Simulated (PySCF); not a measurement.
H₂Ge–NH⁺, doublet in cc-pVDZ: errors against RCCSDT

Geometry: that of the H2Ge–NH, singlet, kept fixed.

| atom | x (Å) | y (Å) | z (Å) |
| --- | --- | --- | --- |
| Ge | 0.0000 | 0.0136 | 0.2703 |
| N | 0.0000 | -0.1285 | -1.4273 |
| H | 0.0000 | 1.2926 | 1.1326 |
| H | 0.0000 | -1.2745 | 1.0940 |
| H | 0.0000 | 0.7906 | -1.8701 |

Basis cc-pVDZ; PySCF 2.14.0. Correlated methods freeze the noble-gas cores and the filled d shells of p-block atoms, which leaves 11 electrons in 41 orbitals. Prefix R: restricted or restricted open-shell reference; prefix U: unrestricted. No spin–orbit coupling is included, and no scalar relativity.

Full CI isn't at hand for all of this; RCCSDT serves as the reference. It lacks quadruple excitations, which often exceed the step from CCSD(T) to CCSDT. The frozen core follows each run's orbitals, which can shift R against U totals by a few meV for light atoms and by up to 0.1 eV past Ca.

* UHF ⟨S²⟩: 0.756
* T1 diagnostic (ROHF- or RHF-based CCSD): 0.0169
* largest doubles amplitude (ROHF- or RHF-based CCSD): 0.037

| level | E − E(RCCSDT) (kJ/mol) | share of correlation (%) | wall time |
| --- | --- | --- | --- |
| RHF | 654.0 | 0.00 | – |
| RMP2 | 100.8 | 84.58 | – |
| RCCSD | 16.9 | 97.41 | – |
| RCCSD(T) | 2.3 | 99.64 | 4.5 s |

The correlation energy at RCCSDT, counted from RHF, is -6.779 eV. That run took 8.1 min on 1 thread of Arm Neoverse V1, shared host.

Run but not shown, since their state, orbitals or frozen core can't be matched to the reference's or they repeat it: UHF, UMP2, UCCSD, UCCSD(T).

Times are those of the correlated step on a shared host, with one SCF added for the restricted CCSD run; they ran on 1 thread of Arm Neoverse V1.
